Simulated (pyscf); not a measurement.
F–Cl + Cl–SnH(Cl)–Cl → HCl + F–Sn(Cl)(Cl)–Cl (four-centre exchange; singlet surface; Cl–F, H–Sn broken, Cl–H, F–Sn formed). Single points on ωB97X-D3(BJ)/def2-SVP structures (PySCF, gas phase). Energies in kcal/mol from the separated reactants.

```
level                   barrier  reaction energy
----------------------  -------  ---------------
ωB97X-D3(BJ)/def2-TZVP      ___            -79.4
r²SCAN/def2-TZVP            ___              ___
B3LYP-D3(BJ)/def2-TZVP     14.7            -77.5
PBE0-D3(BJ)/def2-TZVP      19.7            -78.4
M06-2X/def2-TZVP           32.3            -82.3
HF/def2-TZVP               67.9            -83.9
```

Q: What belongs in the gaps?

A: 
- ωB97X-D3(BJ)/def2-TZVP, barrier: 39.2
- r²SCAN/def2-TZVP, barrier: 9.9
- r²SCAN/def2-TZVP, reaction energy: -80.6

The functionals in the table span 29.2 kcal/mol in this barrier, from r²SCAN to ωB97X-D3(BJ)/def2-TZVP. At the saddle there is also a short F–H contact that neither side keeps. One saddle was located; it need not be the lowest between these sides. A restricted solution here is unstable towards spin polarisation, so biradical character is likely and single-reference numbers are less safe. Elements past Kr carry the def2 core potentials, without spin-orbit coupling.
